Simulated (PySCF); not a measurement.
Static response to an electric field

Species: H2S2.
Cartesian coordinates in Å at the PBE0-D3(BJ)/def2-SVP level; atoms count from 1:
```xyz
4
H2S2 angstrom
S     -0.4468   -0.5068   -0.9159
S     -0.4534    0.7233    0.7529
H      0.7300   -0.1006   -1.4527
H      0.1702   -0.1160    1.6158
```

Level: CAM-B3LYP/def2-SVPD (PySCF), static field, nuclei fixed, core orbitals frozen in the response. The polarisability tensor in these axes (au):

```
x   38.20 -0.40 -0.67
y   -0.40 42.31  7.68
z   -0.67  7.68 52.04
```

Give the principal values, the mean and the anisotropy Δα = √{½[(α1 − α2)² + (α2 − α3)² + (α1 − α3)²]}.

Principal values 38.07, 38.17 and 56.30 au; mean 44.18 au = 6.55 Å³ = 7.28 × 10⁻⁴⁰ C²·m²/J; Δα = 18.18 au (41 % of the mean).

What is the dipole moment, and where does it point?

(1.15, -0.28, 0.21) D, 1.20 D in size, pointing from the negative to the positive side. Measured along this direction, the outermost atoms are S1 and S2 at the negative end and H4 and H3 at the positive end.

Traceless (Buckingham) quadrupole moment about the centre of nuclear charge: eigenvalues?

-2.95, -0.76, 3.70 D·Å. The values depend on the origin, since the dipole doesn't vanish. The electronic extent ⟨r²⟩ about the same centre is 206 bohr², a root-mean-square distance of 1.30 Å for the 34 electrons.

Sum over states: ᾱ = Σ f/ω², ω in Eh. What share falls to these 10 lowest TDDFT singlets (eV, f)? 4.72, 0.0034; 4.75, 0.0097; 6.05, 0.0113; 6.06, 0.0139; 6.94, 0.0030; 6.95, 0.0104; 7.89, 0.2773; 8.12, 0.0151; 8.14, 0.0325; 8.16, 0.0740.

They add up to 5.80 au, 13.1 % of the 44.18 au; the largest single term is 3.30 au, from the state at 7.89 eV. Terms in order: 0.11, 0.32, 0.23, 0.28, 0.05, 0.16, 3.30, 0.17, 0.36, 0.82 au. Higher excitations give the rest. The strengths listed sum to 0.451.

Find the Langevin capture rate constant for NO+ (29.998 u) meeting this molecule (65.960 u), k = 2.342 × 10⁻⁹ cm³/s × √(α in Å³ / reduced mass in u).

The reduced mass is 20.62 u, so k = 1.32 × 10⁻⁹ cm³/s. The formula leaves out the permanent dipole, which adds to the capture rate.

Orientational against electronic polarisability at 250 K (dilute gas, rigid molecules)?

In Gaussian units μ²/3kT = 13.93 Å³ against 6.55 Å³, a ratio of 2.13; the Debye molar polarisation (4π/3)N_A(α + μ²/3kT) is 51.6 cm³/mol, leaving out the vibrational part.

Geometry: PBE0-D3(BJ)/def2-SVP; no solvent, vibrations or thermal averaging.
